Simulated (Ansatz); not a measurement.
Geometry optimisation, Ansatz 0.2.0, UHF/def2-SVP.

input.yaml

```yaml
crystal:
  periodic: [false, false, false]
  atoms:
    - { symbol: B, position_ang: [-1.07406, 0.64995, -1.43061] }
    - { symbol: Si, position_ang: [0.41614, 0.48752, -0.21686] }
    - { symbol: Si, position_ang: [0.18114, -0.91408, 1.61831] }
    - { symbol: H, position_ang: [-1.13146, 0.04807, -2.43558] }
    - { symbol: H, position_ang: [-1.9749, 1.3607, -1.18342] }
    - { symbol: H, position_ang: [-0.56308, 0.30806, 1.77985] }
    - { symbol: H, position_ang: [1.67705, -0.00345, -0.82513] }
    - { symbol: H, position_ang: [-0.21936, -2.31525, 1.41656] }
    - { symbol: H, position_ang: [1.25554, -1.04871, 2.61255] }
magnetization:
  spin_polarized: true
  initial_magnetization: 1
basis:
  gaussian: { orbitals: def2-SVP }
hamiltonian:
  xc: hf
relax:
  f_tol: 0.02
  max_steps: 50
```

Launched with:

```bash
$ ansatz run input.yaml --threads 2 --pin off --max-ram 3072MiB --backend cpu --events-out ev --progress --plain --runs-dir out
```

Question: Where does it end, and by what steps?

Answer: The forces met the threshold. The force dipped under the threshold on the way, but the program's further checks kept it going. After 16 steps the energy has fallen by 1.854 eV; H4 moved furthest, 1.09 Å.

| step | energy less start (eV) | largest force component (eV/Å) | accepted |
| --- | --- | --- | --- |
| 0 | 0.0000 | 2.853 | yes |
| 1 | -0.8891 | 1.254 | yes |
| 2 | -1.3414 | 0.904 | yes |
| 3 | -1.5918 | 0.564 | yes |
| 4 | -1.7454 | 0.487 | yes |
| 5 | -1.8118 | 0.236 | yes |
| 6 | -1.8402 | 0.105 | yes |
| 7 | -1.8490 | 0.042 | yes |
| 8 | -1.8504 | 0.010 | yes |
| 9 | -1.8505 | 0.122 | yes |
| 10 | -1.8502 | 0.150 | no |
| 11 | -1.8523 | 0.040 | yes |
| 12 | -1.8530 | 0.009 | yes |
| 13 | -1.8534 | 0.039 | yes |
| 14 | -1.8532 | 0.046 | no |
| 15 | -1.8537 | 0.015 | yes |
| 16 | -1.8539 | 0.018 | yes |

```xyz
9
Properties=species:S:1:pos:R:3
B -1.003 0.793 -1.563
Si 0.364 -0.176 -0.536
Si 0.147 -0.805 1.723
H -0.832 1.058 -2.719
H -2.022 1.132 -1.028
H -1.117 -0.244 2.258
H 1.625 -0.613 -1.179
H 0.118 -2.283 1.858
H 1.286 -0.289 2.522
```

The run took 15 s on 2 threads of Arm Neoverse V1 (shared host), peak memory 0.17 GiB.
